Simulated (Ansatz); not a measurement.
**Relaxing a trial structure of C2H7O3+**

The starting geometry of this gas-phase singlet was optimised with GFN2-xTB; its bonds are those of `C[OH+]C(O)O`.

```json
{"atom": "C", "x (Å)": "0.0743", "y (Å)": "-1.1746", "z (Å)": "-0.1343"}
{"atom": "C", "x (Å)": "-1.6257", "y (Å)": "-0.0734", "z (Å)": "1.4317"}
{"atom": "O", "x (Å)": "-0.6950", "y (Å)": "0.0089", "z (Å)": "0.1786"}
{"atom": "O", "x (Å)": "-2.8335", "y (Å)": "-0.4095", "z (Å)": "1.0213"}
{"atom": "O", "x (Å)": "-1.4375", "y (Å)": "1.1761", "z (Å)": "1.9343"}
{"atom": "H", "x (Å)": "0.6207", "y (Å)": "-0.9753", "z (Å)": "-1.0552"}
{"atom": "H", "x (Å)": "-0.6305", "y (Å)": "-1.9877", "z (Å)": "-0.3048"}
{"atom": "H", "x (Å)": "0.7671", "y (Å)": "-1.4338", "z (Å)": "0.6665"}
{"atom": "H", "x (Å)": "-0.1169", "y (Å)": "0.7941", "z (Å)": "0.3128"}
{"atom": "H", "x (Å)": "-1.2179", "y (Å)": "-0.8927", "z (Å)": "2.0467"}
{"atom": "H", "x (Å)": "-3.3265", "y (Å)": "0.3099", "z (Å)": "0.5904"}
{"atom": "H", "x (Å)": "-1.9904", "y (Å)": "1.3709", "z (Å)": "2.7042"}
```

Problem. Predict what becomes of its bonds when it is optimised with PBE0-D3(BJ)/def2-SVP.

Solution. It loosens into CH3O2 + CH4O, which stay close as a complex (formulas without charges). Contacts that open: C2–O3 (1.56 → 2.10 Å).

The energy falls by 0.23 eV over 28 steps:

```json
{"step": "1", "E − E(last) (eV)": "0.226"}
{"step": "4", "E − E(last) (eV)": "0.158"}
{"step": "7", "E − E(last) (eV)": "0.126"}
{"step": "10", "E − E(last) (eV)": "0.068"}
{"step": "13", "E − E(last) (eV)": "0.039"}
{"step": "16", "E − E(last) (eV)": "0.014"}
{"step": "19", "E − E(last) (eV)": "0.004"}
{"step": "22", "E − E(last) (eV)": "0.000"}
{"step": "25", "E − E(last) (eV)": "0.000"}
{"step": "28", "E − E(last) (eV)": "0.000"}
```

Final geometry (Å):

```xyz
12

C     0.1081   -1.1497   -0.2453
C    -1.9838   -0.0102    1.7153
O    -0.3105    0.0273    0.4421
O    -2.7701   -0.6276    0.9300
O    -2.1530    1.2461    1.8988
H     0.4807   -0.8943   -1.2482
H    -0.7765   -1.7903   -0.3581
H     0.8830   -1.6950    0.3150
H     0.4301    0.6400    0.5435
H    -1.4068   -0.6328    2.4070
H    -3.3163   -0.0231    0.3907
H    -1.5965    1.6223    2.6011
```

No frequencies were run, so the end isn't proven a minimum. Run with Ansatz 0.2.0, 52 s on 2 threads of Arm Neoverse V1, with other jobs on the host.
